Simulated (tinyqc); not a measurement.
A ladder of methods, and size consistency: correlation methods against full CI in the sto-3g basis, for LiH, spin multiplicity 1. Computed by the program tinyqc with PySCF. All electrons correlated; +Q is the Davidson correction (1 - c0^2) E_corr. The last columns treat two copies 100 angstrom apart as one system. FCI is the lowest singlet.

Geometry (angstrom):
```
atom       x       y       z
Li    0.0000  0.0000  0.0000
H     0.0000  0.0000  1.5550
```

RHF energy of one = -7.862994 hartree

Correlation energies (hartree):
```
method   E_corr of one  share of FCI (%)  E_corr of two at 100 angstrom  two minus twice one (mhartree)
MP2          -0.012565           63.5896                      -0.025130                       -2.23e-05
CISD         -0.019747           99.9355                      -0.038596                          0.8973
CISD+Q       -0.020225          102.3583                      -0.040282                          0.1681
CCSD         -0.019749           99.9493                      -0.039499                       -4.88e-05
CCSD(T)      -0.019757           99.9899                      -0.039515                       -4.87e-05
FCI          -0.019759          100.0000                              -                               -
```

What does the comparison show, and why?

MP2 recovers 64 %, CISD 99.9 % and CCSD 99.9 % of the FCI value (c0^2 = 0.976 in CISD). MP2 and coupled cluster are size consistent, so their last column vanishes but for a trace of long-range electrostatics; CISD loses 0.90 mhartree, since a double excitation on each copy is a quadruple of the pair, and the Davidson correction leaves +0.17.
